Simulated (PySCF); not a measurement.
Compound: BS (doublet state).
Structure used (PBE0-D3(BJ)/def2-SVP), in Å, numbered top down from 1:
```
atom  x, y, z in Å
B1     0.810   -0.007   -0.005
S2    -0.804    0.009   -0.024
```

As a line formula: `[B]=S` [radical].

Computed, not measured: UKS PBE0, pcH-1 on B S, non-relativistic, mean-field spin-orbit, GIAO in PySCF 2.14.0. Isolated species at its PBE0-D3(BJ)/def2-SVP geometry, gas phase.

Task: Break the g tensor into its mass correction, gauge correction and orbital-Zeeman/spin–orbit terms.

Result: 
```json
{"Δg (ppt)": "relativistic mass correction", "1": "-0.10", "2": "-0.10", "3": "-0.10"}
{"Δg (ppt)": "gauge correction", "1": "0.02", "2": "0.02", "3": "0.01"}
{"Δg (ppt)": "orbital Zeeman/spin–orbit", "1": "-9.20", "2": "-9.20", "3": "0.00"}
{"Δg (ppt)": "total", "1": "-9.28", "2": "-9.28", "3": "-0.09"}
```

So g = 1.99304, 1.99304, 2.00223 and g_iso = 1.99610; the tensor is axial. Axes: g3 lies along the molecular axis.

Task: Average each term over the three axes. Which is largest in size?

Result: The orbital-Zeeman/spin–orbit term -6.13, the mass correction -0.10 and the gauge correction 0.01 ppt, for a total of -6.22 ppt. The orbital-Zeeman/spin–orbit term is the largest in size. The mass correction is the same along every axis, so the anisotropy comes from the other two: their spans along these axes are 0.01 (gauge) and 9.20 ppt (orbital Zeeman/spin–orbit).

Task: At 9.577 GHz, how far is the centre of the isotropic spectrum from where a free electron (g = 2.002319) resonates?

Result: B = hν/(g μB) with μB/h = 13.99624 MHz/mT gives 341.73 mT for the free electron and 342.80 mT at g_iso, 1.06 mT higher.

Task: What effective moment and Curie constant follow for a powder?

Result: With the mean of g² = 3.9844 and S(S+1) = 0.75: μ_eff = √(⟨g²⟩S(S+1)) = 1.729 μB and χT = 0.12505·⟨g²⟩·S(S+1) = 0.374 cm³ K/mol (cgs; spin-Hamiltonian part alone).

Task: In a frozen sample, at which fields do the three g values resonate at 9.5, 34, 94 and 263 GHz (hyperfine left aside), and which band first spreads them over more than twice a line width of 0.5 mT?

Result: 
```tsv
band	GHz	B(g3) mT	B(g2) mT	B(g1) mT	spread mT
X	9.5	339.00	340.56	340.56	1.56
Q	34.0	1213.26	1218.85	1218.85	5.59
W	94.0	3354.31	3369.77	3369.77	15.47
J	263.0	9384.92	9428.19	9428.19	43.27
```

The spread grows in proportion to the frequency. X band is the first where it exceeds 1.0 mT.

Largest spin populations (Mulliken): B1 (+1.10) and S2 (-0.10). No atom but B1 exceeds +0.15. The positive populations add up to 1.10 and the negative ones to -0.10, together 2S = 1.

The HOMO–LUMO gaps are 7.13 eV among the α and 4.95 eV among the β orbitals.

The run took about 2.7 s of CPU time (one thread, shared machine).
